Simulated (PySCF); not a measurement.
## Excitation energies in several basis sets

C₃H₄O.
SMILES: `C#CCO`

TDDFT with PBE0 (PySCF), vertical singlets, core orbitals frozen in the response, spherical d and f functions. The structure is a single PBE0-D3(BJ)/def2-SVP conformer in the gas phase; no vibrational or solvent corrections.

Q: Compare 6-31G*, def2-SVP, 6-31+G*, def2-SVPD, aug-cc-pVDZ, def2-TZVP, def2-TZVPD and aug-cc-pVTZ for this molecule.

A: 

| basis | functions | diffuse | S1 (eV) | S2 (eV) | S3 (eV) | S4 (eV) | S5 (eV) | LUMO (eV) | α (au) |
| --- | --- | --- | --- | --- | --- | --- | --- | --- | --- |
| 6-31G* | 64 | no | 6.30 | 6.95 | 7.23 | 7.47 | 8.49 | 1.01 | 30.5 |
| def2-SVP | 76 | no | 6.23 | 6.88 | 7.14 | 7.29 | 8.25 | 0.66 | 32.1 |
| 6-31+G* | 80 | yes | 5.92 | 6.60 | 6.72 | 7.00 | 7.14 | -0.21 | 36.3 |
| def2-SVPD | 115 | yes | 6.04 | 6.70 | 6.94 | 7.10 | 7.43 | 0.02 | 40.7 |
| aug-cc-pVDZ | 128 | yes | 5.86 | 6.53 | 6.59 | 6.87 | 6.94 | -0.41 | 41.7 |
| def2-TZVP | 148 | no | 6.06 | 6.69 | 6.99 | 7.13 | 7.85 | 0.23 | 37.8 |
| def2-TZVPD | 187 | yes | 5.92 | 6.58 | 6.75 | 6.99 | 7.10 | -0.20 | 41.9 |
| aug-cc-pVTZ | 276 | yes | 5.86 | 6.52 | 6.60 | 6.87 | 6.92 | -0.42 | 42.2 |

States are compared by their number. Against the largest diffuse basis here (aug-cc-pVTZ, itself not a converged limit), sets without diffuse functions differ by up to 0.44 eV in S1 and 1.56 eV in S5; the smaller diffuse sets differ by up to 0.18 and 0.51 eV. State by state, the largest deviation of a set without diffuse functions is S1 0.44, S2 0.43, S3 0.63, S4 0.60, S5 1.56 eV. The same number needn't mean the same state in each row. Against aug-cc-pVTZ the polarisability deviates by -28% in 6-31G*, -24% in def2-SVP, -14% in 6-31+G*, -4% in def2-SVPD, -1% in aug-cc-pVDZ, -10% in def2-TZVP, -1% in def2-TZVPD. A single + in a Pople set puts diffuse functions on heavy atoms only.
